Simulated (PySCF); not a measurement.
How good is the calculation?

Geometry (Å), atoms numbered from 1 in this order:
```xyz
15

C     2.2596    0.0932   -0.1226
C     1.0620   -0.1342    0.3968
C    -0.2431    0.1083   -0.2927
C    -1.0684    1.1415    0.4683
C    -1.0188   -1.1973   -0.4444
H     2.3709    0.4879   -1.1281
H     3.1695   -0.1048    0.4321
H     0.9889   -0.5313    1.4098
H    -0.0275    0.5026   -1.2927
H    -0.5375    2.0924    0.5469
H    -2.0238    1.3208   -0.0313
H    -1.2837    0.7926    1.4829
H    -1.2389   -1.6318    0.5355
H    -0.4488   -1.9321   -1.0165
H    -1.9707   -1.0272   -0.9540
```

Published estimates (parent shift plus substituent increments) and measurements: δ $^{13}$C C2 146.0; C1 111.3 ppm (estimated from measurements, as parent shift plus tabulated substituent increment; solution, not stated per compound (mostly CDCl3 or CCl4); Pretsch, Buehlmann, Badertscher, Structure Determination of Organic Compounds, 4th ed. (2009)).
δ $^{13}$C C3 32.3; C4/C5 22.1 ppm (measured; solution, not stated per compound (mostly CDCl3 or CCl4); Pretsch, Buehlmann, Badertscher, Structure Determination of Organic Compounds, 4th ed. (2009)).

- geometry from PBE0-D3(BJ)/def2-TZVP
- shielding tensors at B97-2/pcSseg-2 (GIAO)
- run in PySCF 2.14
- single conformer, gas phase, fast rotation and ring inversion assumed for equivalent nuclei, no relativistic terms

Problem. Set the calculated values beside the experiment.

Solution. 
Reference values: estimated from measurements, as parent shift plus tabulated substituent increment (solution, not stated per compound (mostly CDCl3 or CCl4); Pretsch, Buehlmann, Badertscher, Structure Determination of Organic Compounds, 4th ed. (2009)).
```json
{"atoms": "C2", "quantity": "δ $^{13}$C", "reference": "146.0", "computed": "157.7", "computed, scaled": "150.2"}
{"atoms": "C1", "quantity": "δ $^{13}$C", "reference": "111.3", "computed": "118.3", "computed, scaled": "112.1"}
```

Reference values: measured (solution, not stated per compound (mostly CDCl3 or CCl4); Pretsch, Buehlmann, Badertscher, Structure Determination of Organic Compounds, 4th ed. (2009)).
```
atoms    quantity  reference  computed  computed, scaled
   C3  δ $^{13}$C       32.3      41.1              37.6
C4/C5  δ $^{13}$C       22.1      25.8              22.8
```

Computed shifts are σ(ref) − σ with the named reference compound (TMS for H and C) calculated as an isolated molecule at the same level. The measured values may be among those fitted. Scaled to experiment by linear calibration (H and C: mostly CDCl3 data, vs TMS): $^{13}$C: δ = 176.90 − 0.966σ (rms 2.0 ppm, 686 shifts, 2.1 ppm with the 3 outliers that the fit left out). Occasional misses reach two or three times the rms, and more in compound classes unlike the fitted ones.

Problem. How far are the unscaled $^{13}$C shifts from the references?

Solution. Mean signed difference +7.80 ppm, mean absolute 7.80 ppm over 4 comparisons; the largest is +11.7 ppm at C2 (alkene CH).
